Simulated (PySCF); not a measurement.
# C2H6O3S: core ionisation energies

Species: C₂H₆O₃S.
Numbering: `[CH3:1][O:2][S:3](=[O:4])[O:5][CH3:6]`

Method: delta-SCF UKS SCAN, pcX-2 on the ionised atom, pcseg-1 elsewhere, spin-free X2C (PySCF). These are vertical core ionisation energies against the vacuum level, from separate self-consistent calculations with and without the core hole.

Q: What binding energy does each computed site have?

A: 
```tsv
atom(s)	environment	level	binding energy (eV)	above the level's lowest (eV)	count
C1/C6	methoxy carbon	C 1s	292.48	0.00	2
O4	sulfinyl oxygen	O 1s	538.01	0.00	1
O2/O5	oxygen bonded to C and S	O 1s	538.73	+0.72	2
S3	sulfinyl sulfur	S 1s	2482.23	0.00	1
```

Lowest listed O 1s: O4, bonded to S (double bond). Highest, 0.72 eV above it: O2/O5, bonded to S and C. Summing the Pauling electronegativity differences to the bonded atoms, each weighted by its formal bond order, gives -1.72 for the lowest site and -1.75 for the highest; the largest sum, -1.72, belongs to O4, 0.72 eV below the top. The smallest sum, -1.75, belongs to O2/O5, 0.72 eV above the lowest.

Q: Which effective nuclear charge Zeff reproduces each element's mean 1s value in the hydrogen-like formula E = 13.606 eV × Zeff²?

A: C (Z = 6): mean 292.5 eV, Zeff = 4.64, Z − Zeff = 1.36; O (Z = 8): mean 538.5 eV, Zeff = 6.29, Z − Zeff = 1.71; S (Z = 16): mean 2482.2 eV, Zeff = 13.51, Z − Zeff = 2.49. Means run over the listed sites, weighted by atom count.

Atoms equivalent by their bonding share one computed value, that of the first of them. Not every level is listed. Isolated species at its GFN2-xTB geometry (one conformer only).

Shape of the structure used: `[CH3:1][O:2][S:3](=[O:4])[O:5][CH3:6]`: C1–O2–S3–O4 -15°, O2–S3–O5–C6 -96°.
